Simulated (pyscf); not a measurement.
## Four-centre exchange: Cl–GeH₃ + HCl -> Cl–GeH₂–Cl + H₂

Gas phase, singlet surface, charge 0. Bonds broken: Ge1–H3, Cl6–H7. Bonds formed: Ge1–Cl6, H3–H7. PySCF, gas phase, ωB97X-D3(BJ)/def2-SVP geometries.

Transition state (Å):

```xyz
7

Ge    -1.0789    -0.1396     0.5094
Cl    -0.7191     0.2073     2.6470
H      0.6630     0.2167     0.4028
H     -1.9574     1.0367     0.1377
H     -1.3950    -1.6203     0.4746
Cl    -0.3904    -0.3028    -1.9212
H      0.5155     0.0758    -0.4773
```

One imaginary mode, 940i cm⁻¹; descent along it reached the two sides named.

```csv
bond,change,reactant side (Å),saddle,product side
Ge1–H3,breaks,1.531,1.781,3.9
Cl6–H7,breaks,1.284,1.746,3.9
Ge1–Cl6,forms,3.4,2.531,2.144
H3–H7,forms,3.0,0.903,0.760
```

Electronic energies relative to the separated reactants (eV):

| level | barrier | reaction energy | reverse barrier |
|---|---|---|---|
| ωB97X-D3(BJ)/def2-TZVP | 1.51 | -0.66 | 2.17 |
| PBE/def2-TZVP | 1.26 | -0.56 | 1.82 |
| r²SCAN/def2-TZVP | 1.34 | -0.62 | 1.96 |
| B3LYP-D3(BJ)/def2-TZVP | 1.46 | -0.59 | 2.05 |
| PBE0-D3(BJ)/def2-TZVP | 1.37 | -0.57 | 1.94 |
| M06-2X/def2-TZVP | 1.41 | -0.73 | 2.14 |
| ωB97M-D3(BJ)/def2-TZVP | 1.58 | -0.54 | 2.12 |
| HF/def2-TZVP | 2.22 | -0.47 | 2.69 |

With ωB97M-D3(BJ)/def2-TZVP energies and thermal terms (ideal gas, 1 atm, RRHO with modes under 100 cm⁻¹ raised to 100, one conformer, R ln 2 for chiral ones without a mode under 150 cm⁻¹), in eV:

| T (K) | ΔH‡ | ΔG‡ | ΔH | ΔG |
|---|---|---|---|---|
| 298 | 1.56 | 1.96 | -0.59 | -0.53 |
| 600 | 1.56 | 2.37 | -0.55 | -0.48 |
| 900 | 1.58 | 2.77 | -0.53 | -0.45 |
| 1200 | 1.59 | 3.17 | -0.52 | -0.42 |

This is the saddle that the search found; another between the same sides may lie lower. Elements up to Kr have no core potential and no relativistic terms here.
